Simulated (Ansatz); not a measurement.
**PNHO (doublet): geometry optimisation**

Aim: relax a generated start of PNHO (doublet) and see which bonds hold.

Program: Ansatz 0.2.0, Gaussian basis. Level of theory: UKS PBE0/def2-TZVP. These are calculated values, not measurements.

## 1. The system as given

4 atoms, charge 0, spin multiplicity 2.

Atoms are counted from 1 here; the program's logs count them from 0.

Bond lengths: N1–P2 1.561 Å, N1–H4 1.005 Å, P2–O3 1.459 Å. Angles: P2–N1–H4 121.3°, N1–P2–O3 118.2°.

The start was built by rule and, where that kept it together, relaxed with GFN2-xTB. Sticks and bond lists go by distance. 

## 2. The run

in.yaml reads:

```yaml
crystal:
  periodic: [false, false, false]
  atoms:
    - {symbol: N, position_ang: [-1.361863, -0.276766, -0.002742]}
    - {symbol: P, position_ang: [0.056525, 0.375921, 0.003145]}
    - {symbol: O, position_ang: [1.221103, -0.503466, -0.003793]}
    - {symbol: H, position_ang: [-2.195078, 0.285773, 0.001668]}
basis:
  gaussian: {orbitals: def2-TZVP}
magnetization: {spin_polarized: true, initial_magnetization: 1}
hamiltonian: {xc: pbe0}
relax: {f_tol: 0.004, max_steps: 80}
```

Launch:

```console
> ansatz run in.yaml --threads 1 --pin off --events-out ev --progress --plain --max-ram 2176MiB
```

Q: Predict the outcome of this session. Wanted: energy gained; shift from the start; total energy; dipole moment; ⟨S²⟩.

The runs gave:

| quantity | value |
| --- | --- |
| steps | 7 |
| energy gained | 0.084 eV |
| shift from the start (rms) | 0.074 Å |
| total energy | -12835.4748 eV |
| dipole moment | 3.15 D |
| ⟨S²⟩ | 0.757 |

In words: The bonds of the start are those of the end. N1–P2 went from 1.561 to 1.551 Å. No vibrations were run, so this is a stationary point, not a proven minimum, and this spin need not be the ground state's.
